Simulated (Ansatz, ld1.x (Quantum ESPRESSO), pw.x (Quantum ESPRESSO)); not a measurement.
From atom to crystal: TM potential for tungsten

W, norm-conserving Troullier–Martins (Kleinman–Bylander form), made with ld1.x (Quantum ESPRESSO) 7.5 (PBE, scalar-relativistic). Core [Xe] 4f14, reference 5d4 6s1.5 6p0 (charge +0.5). Waves: 6p (bound, empty): rc 3.20 bohr; 5d (bound): rc 2.15 bohr; 6s (bound): rc 2.20 bohr. Local part: the s channel. Core correction: none.

Crystal test: bcc W in pw.x 7.5, no spin, 14³ k-points, Fermi–Dirac smearing 0.01 Ry, cutoffs 45/180 Ry. The reference is all-electron LAPW (Ansatz 0.2.0) with the same functional, mesh and smearing; V0 and B0 come from Birch–Murnaghan fits to the pressures at five volumes. Errors are pseudo minus all-electron; Δ is the rms difference of the E(V) curves that follow from these fits, minima aligned, over ±6 % about the mean V0. Mesh and smearing are coarse, so the numbers serve the comparison and aren't converged zero-temperature values; the lattice is a test structure that the element need not adopt.

All-electron: a0 = 3.184 Å (V0 = 16.15 Å³/atom), B0 = 300.6 GPa.

Question: How far does the potential miss the all-electron equation of state?

Answer: mean pressure error (GPa): +8.31; a0 (Å): 3.213; a0 error (%): +0.90; B0 error (%): -3.5; Δ (meV/atom): 28.4. The largest radius (3.20 bohr) exceeds half the bond length (2.60 bohr), so the spheres overlap, which is one possible source of error among others. This is a poor potential for the solid.

```
V (Å³/atom)  P all-electron (GPa)  P pseudo (GPa)
     15.323                 17.51           27.03
     15.727                  8.35           17.22
     16.130                  0.30            8.56
     16.533                 -6.79            0.92
     16.936                -13.02           -5.81
```

Question: At the middle volume, how do free energy and pressure move when the wave cutoff is lowered (ecutrho kept at four times it)?

Answer:

| cutoff (Ry) | shift of F (meV/atom) | shift of P (GPa) |
| --- | --- | --- |
| 20 | +1615.3 | -57.99 |
| 27 | +170.4 | -10.50 |
| 36 | +3.1 | -0.07 |

The run at the middle volume (104 k-points, 9 iterations) took about 7.9 s on one core of a shared host (Neoverse-V1, 64 threads, 503 GiB, load 23).
